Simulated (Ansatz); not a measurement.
The cluster Si₂B (the lowest doublet isomer of a short search) was relaxed with PBE0-D4 (def2-TZVP) in Ansatz in these states: neutral doublet, neutral quartet. The geometries follow in no particular order.

A:

```xyz
3

B     0.301   -0.203   -0.863
Si   -0.902   -0.825    0.387
Si    0.600    1.029    0.476
```

B:

| atom | x (Å) | y (Å) | z (Å) |
| --- | --- | --- | --- |
| B1 | -0.3625 | -0.3244 | 0.9829 |
| Si2 | 0.6502 | -0.8231 | -0.6437 |
| Si3 | -0.2877 | 1.1475 | -0.3391 |

Task: Judge from the bond lengths which geometry belongs to which state (an estimate).

Result: A is the neutral doublet (Si2–Si3 2.388 Å, B1–Si2 1.844 Å, B1–Si3 1.844 Å); B is the neutral quartet (Si2–Si3 2.204 Å, B1–Si2 1.980 Å, B1–Si3 1.980 Å).

At PBE0-D4/def2-TZVP a doublet lies 0.88 eV below the neutral quartet. These are the stationary points nearest to one start from a short search; other shapes may lie lower in each state.
